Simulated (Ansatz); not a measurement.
# AlFH2O: the cost of one run

All numbers below are computed with Ansatz 0.2.0 (RKS B3LYP-D4/def2-SVP).

## (1) The structure to begin with

Bond lengths: Al1–F2 1.690 Å, Al1–H3 1.560 Å, Al1–O4 1.780 Å, O4–H5 1.010 Å. Angles: F2–Al1–H3 120.0°, F2–Al1–O4 120.0°, H3–Al1–O4 120.0°, Al1–O4–H5 109.5°.

Structure file:

```xyz
5

Al    0.0000    0.0000    0.0000
F     0.0000    0.0000    1.6900
H     1.3510    0.0000   -0.7800
O    -1.5415    0.0000   -0.8900
H    -2.0512   -0.8467   -0.6815
```

## (2) Preparing the start

The input, input.yaml:

```yaml
crystal:
  periodic: [false, false, false]
  atoms:
    - { symbol: Al, position_ang: [0.0, 0.0, 0.0] }
    - { symbol: F, position_ang: [0.0, 0.0, 1.69] }
    - { symbol: H, position_ang: [1.351, 0.0, -0.78] }
    - { symbol: O, position_ang: [-1.5415, 0.0, -0.89] }
    - { symbol: H, position_ang: [-2.0512, -0.8467, -0.6815] }
basis:
  gaussian: { orbitals: def2-SVP }
hamiltonian:
  xc: b3lyp
  dispersion: d4
relax:
  f_tol: 0.02
  max_steps: 40
```

On the command line:

```sh
ansatz run input.yaml --threads 1 --pin off --max-ram 2048MiB --backend cpu --events-out ev --progress --plain --runs-dir out
```

Q: Estimate wall time and peak memory on 1 thread of Arm Neoverse V1, shared host.

About 12 s, with a peak of 0.12 GiB.
